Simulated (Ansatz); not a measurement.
# C4H12N+ (tetramethylammonium) at HF/3-21G

Aim: the energy change on altering one bond length of C4H12N+ (tetramethylammonium) at HF/3-21G, from 2 runs. 

The results are computed with Ansatz 0.2.0.

4 further runs of the same task are left out: 2 that didn't finish, 2 set aside as unsound or not needed.

## 1. The molecule

The species is C4H12N+ (17 atoms), meant as a singlet with charge +1. SMILES: `C[N+](C)(C)C`. The shape is that of a PBE0-D4/def2-TZVP optimisation.

Bond lengths: C1–N2 1.490 Å, N2–C3 1.490 Å, N2–C4 1.490 Å, N2–C5 1.490 Å, C1–H6 1.089 Å, C1–H7 1.089 Å, C1–H8 1.089 Å, C3–H9 1.089 Å, C3–H10 1.089 Å, C3–H11 1.089 Å, C4–H12 1.089 Å, C4–H13 1.089 Å, C4–H14 1.089 Å, C5–H15 1.089 Å, C5–H16 1.089 Å, C5–H17 1.089 Å. Some angles: C1–N2–C3 109.5°, C1–N2–C4 109.5°, C1–N2–C5 109.5°, C3–N2–C4 109.5°, C3–N2–C5 109.5°, C4–N2–C5 109.5°, N2–C1–H6 109.0°, N2–C1–H7 109.0°, N2–C1–H8 109.0°, N2–C3–H9 109.0°.

## 2. A single-point energy at HF/3-21G

Contents of run.yaml:

```yaml
crystal:
  periodic: [false, false, false]
  atoms:
    - {symbol: C, position_ang: [-0.234050, 0.553880, -1.362890]}
    - {symbol: "N", position_ang: [-0.000000, -0.000000, 0.000000]}
    - {symbol: C, position_ang: [1.350380, 0.409550, 0.477270]}
    - {symbol: C, position_ang: [-0.079970, -1.486730, -0.047740]}
    - {symbol: C, position_ang: [-1.036350, 0.523300, 0.933360]}
    - {symbol: H, position_ang: [-0.172930, 1.639870, -1.318530]}
    - {symbol: H, position_ang: [0.526810, 0.165700, -2.037800]}
    - {symbol: H, position_ang: [-1.222700, 0.250490, -1.702900]}
    - {symbol: H, position_ang: [1.512860, -0.000060, 1.472720]}
    - {symbol: H, position_ang: [1.399290, 1.496580, 0.509740]}
    - {symbol: H, position_ang: [2.100630, 0.023780, -0.210770]}
    - {symbol: H, position_ang: [0.091340, -1.882340, 0.951870]}
    - {symbol: H, position_ang: [0.680870, -1.860010, -0.731020]}
    - {symbol: H, position_ang: [-1.069090, -1.776580, -0.398080]}
    - {symbol: H, position_ang: [-0.857060, 0.114230, 1.926140]}
    - {symbol: H, position_ang: [-2.019010, 0.218740, 0.577400]}
    - {symbol: H, position_ang: [-0.971000, 1.609600, 0.961230]}
basis:
  gaussian:
    orbitals: 3-21G.json
total_charge: 1
accuracy: high
output: {orbitals: {seedname: orbitals}}
hamiltonian:
  xc: hf
```

The basis set 3-21G is read from a file made from the Basis Set Exchange's data (not shown).

On the command line:

```bash
$ ansatz run run.yaml --threads 1 --pin off --max-ram 3480MiB --events-out events.jsonl --progress --plain --runs-dir runs
```

Log:

```text
Warning: RAYON_NUM_THREADS=1 ignored (pool sized by the plan → 1); use --threads N
Functional definition: HF
  name "HF"
  exchange = exact_x
  correlation = 0
1785 factors; integrals over basis functions are off by at most 3.8e-9 eV
mean field evaluation 1: about -5753.0805 eV, gradient 2.9e1 eV
mean field evaluation 2: about -5753.7323 eV, gradient 2.9e1 eV
mean field evaluation 4: about -5755.8692 eV, gradient 2.1e0 eV
mean field evaluation 8: about -5755.8766 eV, gradient 7.7e-5 eV
mean field -5755.87664324 eV, -211.5245651659 hartree, gradient 3.8e-9 eV, S^2 0.000000; 0 other end points of the search recorded, 0 dependent functions left out
reference -5755.87664324 eV, -211.5245651659 hartree; 21, 21 occupied and 48, 48 virtual orbitals, 1785 factors
Total energy: -5755.87664324 eV, -211.5245651659 hartree
```

Run time: 1.2 s. Hardware: 1 thread of Arm Neoverse V2, shared host; peak memory 0.18 GiB.

## 3. The distorted shape at the same level

Contents of input.yaml:

```yaml
crystal:
  periodic: [false, false, false]
  atoms:
    - {symbol: C, position_ang: [-0.436614, 0.492445, -1.434483]}
    - {symbol: "N", position_ang: [-0.202564, -0.061435, -0.071593]}
    - {symbol: C, position_ang: [1.350380, 0.409550, 0.477270]}
    - {symbol: C, position_ang: [-0.282534, -1.548165, -0.119333]}
    - {symbol: C, position_ang: [-1.238914, 0.461865, 0.861767]}
    - {symbol: H, position_ang: [-0.375494, 1.578435, -1.390123]}
    - {symbol: H, position_ang: [0.324246, 0.104265, -2.109393]}
    - {symbol: H, position_ang: [-1.425264, 0.189055, -1.774493]}
    - {symbol: H, position_ang: [1.512860, -0.000060, 1.472720]}
    - {symbol: H, position_ang: [1.399290, 1.496580, 0.509740]}
    - {symbol: H, position_ang: [2.100630, 0.023780, -0.210770]}
    - {symbol: H, position_ang: [-0.111224, -1.943775, 0.880277]}
    - {symbol: H, position_ang: [0.478306, -1.921445, -0.802613]}
    - {symbol: H, position_ang: [-1.271654, -1.838015, -0.469673]}
    - {symbol: H, position_ang: [-1.059624, 0.052795, 1.854547]}
    - {symbol: H, position_ang: [-2.221574, 0.157305, 0.505807]}
    - {symbol: H, position_ang: [-1.173564, 1.548165, 0.889637]}
basis:
  gaussian:
    orbitals: 3-21G.json
total_charge: 1
hamiltonian:
  xc: hf
accuracy: high
output:
  orbitals: {seedname: orbitals}
```

The basis set 3-21G is read from a file made from the Basis Set Exchange's data (not shown).

On the command line:

```bash
$ ansatz run input.yaml --threads 1 --pin off --max-ram 3480MiB --events-out events.jsonl --progress --plain --runs-dir runs
```

Log:

```text
Warning: RAYON_NUM_THREADS=1 ignored (pool sized by the plan → 1); use --threads N
Functional definition: HF
  name "HF"
  exchange = exact_x
  correlation = 0
1788 factors; integrals over basis functions are off by at most 3.7e-9 eV
mean field evaluation 1: about -5752.7877 eV, gradient 2.9e1 eV
mean field evaluation 2: about -5753.3842 eV, gradient 2.8e1 eV
mean field evaluation 4: about -5755.4602 eV, gradient 2.1e0 eV
mean field evaluation 8: about -5755.4680 eV, gradient 1.5e-4 eV
mean field -5755.46798237 eV, -211.5095471558 hartree, gradient 1.6e-8 eV, S^2 0.000000; 0 other end points of the search recorded, 0 dependent functions left out
reference -5755.46798237 eV, -211.5095471558 hartree; 21, 21 occupied and 48, 48 virtual orbitals, 1788 factors
Total energy: -5755.46798237 eV, -211.5095471558 hartree
```

Run time: 1.2 s. Hardware: 1 thread of Arm Neoverse V2, shared host; peak memory 0.18 GiB.

## 4. What came out

At HF/3-21G:

| quantity | value |
| --- | --- |
| first shape: total energy | -211.52457 Eh |
| first shape: HOMO energy | -19.62 eV |
| first shape: LUMO energy | 0.87 eV |
| first shape: HOMO–LUMO gap | 20.49 eV |
| distorted shape: total energy | -211.50955 Eh |
| distorted shape: HOMO energy | -18.55 eV |
| distorted shape: LUMO energy | 0.59 eV |
| distorted shape: HOMO–LUMO gap | 19.14 eV |
| energy change with the N2–C3 bond stretched from 1.490 to 1.713 Å | 0.409 eV |

With the N2–C3 bond stretched from 1.490 to 1.713 Å the energy rises by 0.41 eV (39.4 kJ/mol). The first shape isn't relaxed at this level, so the change isn't measured from a minimum.
